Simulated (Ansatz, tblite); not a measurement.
Spin states of the cluster B2H2⁺, each relaxed with r2SCAN-D4/def2-TZVP in Ansatz. Electronic energies in the gas phase.

The xTB rows come from tblite. Correlated methods freeze 2 core orbitals. The structure comes from a short search, and lower isomers may exist.

Doublet geometry (D∞h within 0.1 Å):

```csv
atom,x (Å),y (Å),z (Å)
B1,0.646,-0.069,0.477
B2,-0.647,0.071,-0.476
H3,-1.587,0.170,-1.170
H4,1.588,-0.173,1.169
```

Quartet geometry (Cs within 0.1 Å):

```xyz
4

B    -0.233   -0.262   -0.219
B     1.249    0.375   -0.126
H     0.270    0.655    0.699
H    -1.286   -0.768   -0.353
```

⟨S²⟩: doublet 0.75 at PBE0-D4/def2-TZVP (pure 0.75), quartet 3.75 at PBE0-D4/def2-TZVP (pure 3.75).

Only these spin states were relaxed.

```tsv
level	quartet − doublet (kJ/mol)	lowest of these
GFN2-xTB	300.7	doublet
HF/6-31G	303.8	doublet
HF/def2-TZVPP	255.8	doublet
r2SCANh-D4/def2-TZVP	245.6	doublet
BHLYP-D4/def2-TZVP	319.3	doublet
ωB97X-V/def2-TZVP	316.4	doublet
RPA@PBE/def2-TZVP	298.0	doublet
CCSD(T)/def2-TZVPP	288.3	doublet
```

The xTB methods have no spin-polarisation term.
